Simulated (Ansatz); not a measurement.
A made-up structure of CH7AlSi, singlet:

C1  (-1.234, 0.724, -0.730)
Si2  (-0.118, -0.740, -0.307)
Al3  (1.687, -0.128, 1.251)
H4  (-2.021, 0.416, -1.422)
H5  (-0.665, 1.528, -1.201)
H6  (-1.711, 1.126, 0.167)
H7  (0.453, -1.285, -1.575)
H8  (2.016, -1.297, 0.337)
H9  (1.483, -0.225, 2.826)
H10  (3.086, 0.412, 0.717)
(Å)

It is relaxed with PBE-D4/def2-SVP and then PBE0-D4/def2-TZVP (Ansatz 0.2.0). Atoms count as bonded within 1.22 times the sum of their covalent radii (H–H: 0.88 Å). The end point is not checked to be a true minimum.

Problem. Does its bonding change? (Judge from chemistry; the calculation decides.)

Solution. Computed: Yes. Formed: Si2–H10; broken: Al3–H10.

Where it ends: The first stage lowers the energy by 3.30 eV in 31 steps. It ends as CH₇AlSi ([CH3][SiH2][AlH2]):
```xyz
10
angstrom
C -0.9800 0.9106 -0.5413
Si 0.6827 0.0348 -0.6642
Al 1.4629 -0.9942 1.4279
H -1.7639 0.2145 -0.2345
H -1.2649 1.3426 -1.5031
H -0.9412 1.7155 0.1961
H 0.6061 -1.0189 -1.7231
H 2.8506 -1.7709 1.4765
H 0.6075 -0.9086 2.7687
H 1.7157 1.0063 -1.1404
```

Labels in which every atom is bracketed show which atoms are joined, not bond orders.

For scale, one of the runs: PBE0-D4/def2-TZVP relaxation, 147 basis functions, launched by `ansatz run in.yaml --threads 2 --pin off --events-out ev --progress --plain --max-ram 4352MiB`. The run took about 41 s on 2 CPU threads of an Arm Neoverse V2 (shared host).
